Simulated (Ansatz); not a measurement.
Dissociation curve of BCl3, SMILES ClB(Cl)Cl, singlet. The B1–Cl4 bond (B1 also carries Cl, Cl; Cl4 carries nothing else) is varied alone, starting from the PBE0/def2-TZVP optimised geometry.

Levels of theory: RKS-PBE = restricted PBE/cc-pVTZ (Ansatz, a program for electronic structure); RKS-PBE0 = restricted PBE0/cc-pVTZ in Ansatz; UKS-PBE = unrestricted PBE/cc-pVTZ in Ansatz; UKS-PBE0 = unrestricted PBE0/cc-pVTZ (Ansatz); UCCSD(T) = CCSD(T) on UHF/cc-pVTZ, frozen core in Ansatz.

Cost and agreement with UCCSD(T) over the 21 points of the scan, with UCCSD(T) as yardstick. Costs are rough ratios of core time within Ansatz on shared cores, each with its mean field (Kohn-Sham runs search longer for lower solutions than correlated ones do); the miss is the largest difference from UCCSD(T) of the curve after the mean shift, in kJ/mol.

Question: Which of them comes closest to UCCSD(T) within 3 times the cost of the cheapest?

Answer: RKS-PBE, 49.6 kJ/mol off at most.

```csv
level,relative cost,largest difference
RKS-PBE,1,49.6
RKS-PBE0,1,112.6
UKS-PBE,5,35.9
UKS-PBE0,5,16.6
```

Costs within a factor of two of each other count as equal.

The restricted form behind RKS-PBE, RKS-PBE0 keeps the bonding electrons paired and can't separate into open-shell fragments. The unrestricted determinant behind UKS-PBE is spin-contaminated at 3.44 to 6.10 Å (<S²> up to 0.8, against 0.00 for a pure singlet). The unrestricted determinant behind UKS-PBE0 is spin-contaminated at 3.09 to 6.10 Å (<S²> up to 1.0, against 0.00 for a pure singlet). The unrestricted determinant behind UCCSD(T) is spin-contaminated at 2.61 to 6.10 Å (<S²> up to 1.0, against 0.00 for a pure singlet).
